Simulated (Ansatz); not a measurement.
**Relaxing TlCu3**

Theory: DFT PBE, scalar-relativistic, plane waves, PAW (Ansatz). Cutoff 420 eV, Γ-centred k mesh, Gaussian smearing, no spin polarisation in the final step.

This is the end of a relaxation of cell and atoms.

```
CELL_PARAMETERS angstrom
5.70153 0.00000 0.00000
-2.85076 4.93767 0.00000
0.00000 0.00000 4.32560
ATOMIC_POSITIONS crystal
Tl 0.33333 0.66667 0.25000
Tl 0.66667 0.33333 0.75000
Cu 0.85020 0.70041 0.25000
Cu 0.14980 0.85020 0.75000
Cu 0.29959 0.14980 0.25000
Cu 0.14980 0.29959 0.75000
Cu 0.85020 0.14980 0.25000
Cu 0.70041 0.85020 0.75000
```

Energies over the elements count from the elements' standard structures at the same level, with no empirical corrections.

Task: What space group does it have?

Result: P6_3/mmc (No. 194). Conventional cell: a = 5.702 Å, c = 4.326 Å. Around Tl lie 12 Cu at 2.82–2.86 Å; Cu is coordinated by 6 Cu at 2.56–2.62 Å, 4 Tl at 2.82–2.86 Å and 2 Cu at 3.14 Å.

Task: How far does it lie from the elements in energy?

Result: 0.20 eV/atom.

Task: Is it a metal?

Result: Yes, bands cross the Fermi level on the 12×12×10 mesh.

The final run used a 12×12×10 mesh on its 8-atom cell and 0.10 eV smearing. The k mesh leaves about 4 meV/atom of noise in metals. Spin–orbit coupling is left out. The cell came from a trial start, so TlCu3 may not exist in this structure.

Cost: 4 runs of about 14 core-minutes in all, on Arm Neoverse N1 (shared hosts).